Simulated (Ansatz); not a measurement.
A run of Ansatz (development build ahead of 0.2.0) on singlet CH₂O at this shape:

```xyz
4

C     0.0000    0.0000   -0.4810
O     0.0000    0.0000    0.6194
H     0.0000   -0.8689   -1.0347
H     0.0000    0.8689   -1.0347
```

Its results:

```
Converged                       : yes
Reference energy                : -113.89266 hartree
Correlation energy              : -0.38268 hartree
Total energy                    : -114.27534 hartree
Spin squared of the determinant : 0.000
```

(1) Which input gives this output? Name the method, the orbitals and the basis set, and write the input.

Results:

(1) RHF-MP2 in cc-pVTZ. An unrestricted run that stays on the closed shell gives the same numbers.

```yaml
crystal:
  periodic: [false, false, false]
  atoms:
    - { symbol: C, position_ang: [0.0, 0.0, -0.48099] }
    - { symbol: O, position_ang: [0.0, 0.0, 0.61942] }
    - { symbol: H, position_ang: [0.0, -0.86888, -1.03472] }
    - { symbol: H, position_ang: [0.0, 0.86888, -1.03472] }
basis:
  gaussian: { orbitals: cc-pVTZ }
hamiltonian:
  xc: hf
correlation:
  method: mp2
  frozen_orbitals: { C: 1, H: 0, O: 1 }
```

Caution: no unrestricted run beside it, a lower state can exist.
